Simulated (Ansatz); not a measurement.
Compare A (`C=CNC(=C)S`) with its isomer B (`C#CC(C)(N)S`).

Calculated with Ansatz (gas phase, PBE0-D4/def2-TZVP geometries, no zero-point term in ΔE). CCSD(T)/CBS adds triple-zeta CCSD(T) − MP2 to the extrapolated MP2 energy (def2 sets, frozen cores). DFT in def2-TZVPP. B3LYP here is the variant with VWN-RPA as its local correlation; programs differ in this. One conformer a species, not always the lowest.

Which is lower in electronic energy at CCSD(T)/CBS, and by how much? (Estimate.)

Computed: A, by 12.4 kcal/mol.

Give E(B) − E(A) in kcal/mol with B3LYP, PBE-D4, PBE0-D4, CCSD(T)/def2-TZVPP, HF/def2-TZVPP, CCSD/def2-TZVPP, MP2/def2-TZVPP. (Best estimate.)

The calculation gave: B3LYP 20.3, PBE-D4 21.5, PBE0-D4 19.8, CCSD(T)/def2-TZVPP 12.3, HF/def2-TZVPP 14.6, CCSD/def2-TZVPP 11.9, MP2/def2-TZVPP 9.8. None reverses the order clearly.

Largest T1 diagnostic: 0.013.

In def2-TZVPP, CCSD(T) changes the Hartree–Fock value by −2.3 kcal/mol (the triples alone add +0.4 kcal/mol) and MP2 by −4.9 kcal/mol. From PBE to PBE0 (25 % exact exchange), in def2-TZVPP and without D4, E(B) − E(A) moves by −1.8 kcal/mol.
